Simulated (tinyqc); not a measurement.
Stretching all distances: RHF, UHF, MP2, CISD and CCSD against full CI in the sto-3g basis, for BH3, spin multiplicity 1. Computed by the program tinyqc with PySCF. Command: `OMP_NUM_THREADS=1 python tinyqc.py 111101 111102 out.jsonl`; one thread of a shared host (Intel(R) Xeon(R) Processor @ 2.60GHz), about 30 s.

Geometry (angstrom):

| atom | x | y | z |
|---|---|---|---|
| B | 0.0000 | 0.0000 | 0.0050 |
| H | 1.1430 | 0.0000 | 0.0000 |
| H | -0.5710 | 0.9890 | 0.0000 |
| H | -0.5710 | -0.9890 | 0.0000 |

All coordinates are multiplied by the scale. c0^2 is the weight of the RHF determinant in the lowest singlet FCI state (UHF is spin-contaminated and may lie near states of higher spin) and n(LUMO) the first natural occupation beyond the occupied space.

Full CI energy (hartree) and errors against it (kcal/mol):

| scale | distance 1-2 (angstrom) | E(FCI) | RHF | UHF | MP2 | CISD | CCSD | <S^2> UHF | c0^2 | n(LUMO) |
|---|---|---|---|---|---|---|---|---|---|---|
| 0.920 | 1.052 | -26.08582 | 26.708 | 26.708 | 7.815 | 0.505 | 0.159 | 0.000 | 0.978 | 0.013 |
| 1.060 | 1.212 | -26.12122 | 34.698 | 34.698 | 11.006 | 0.938 | 0.254 | 0.000 | 0.966 | 0.023 |
| 1.210 | 1.383 | -26.07197 | 46.672 | 46.672 | 15.972 | 1.937 | 0.495 | 0.000 | 0.944 | 0.042 |
| 1.350 | 1.543 | -25.98957 | 61.690 | 61.690 | 22.498 | 3.833 | 1.014 | 0.000 | 0.912 | 0.074 |
| 1.500 | 1.715 | -25.89024 | 82.592 | 82.592 | 32.060 | 7.721 | 2.279 | 2.92e-03 | 0.857 | 0.133 |
| 1.640 | 1.875 | -25.80272 | 107.062 | 88.131 | 43.878 | 14.067 | 4.791 | 1.088 | 0.783 | 0.225 |
| 1.780 | 2.035 | -25.72956 | 136.433 | 74.841 | 58.738 | 23.864 | 9.433 | 1.619 | 0.682 | 0.365 |
| 1.930 | 2.206 | -25.67243 | 172.495 | 57.500 | 77.011 | 38.237 | 17.432 | 1.864 | 0.553 | 0.559 |

UHF parts from RHF first at scale 1.64 of those listed, where <S^2> leaves zero. The weight c0^2 goes from 0.98 to 0.55 and n(LUMO) from 0.01 to 0.56: static correlation grows as the bonds break into open-shell fragments. The spread of the error along the curve, which distorts its shape, is CCSD 17.3, CISD 37.7, UHF 61.4, MP2 69.2, RHF 145.8 kcal/mol. The table stops here: at scale 2.07 and beyond, the reference weight falls under 0.45 or RHF, UHF or CCSD hop between solutions, so those rows were left out and the spreads given cover only the rows shown. As computed, partly on other solutions, the errors there reach in size RHF 208, UHF 45, MP2 92, CISD 54, CCSD 28 kcal/mol.
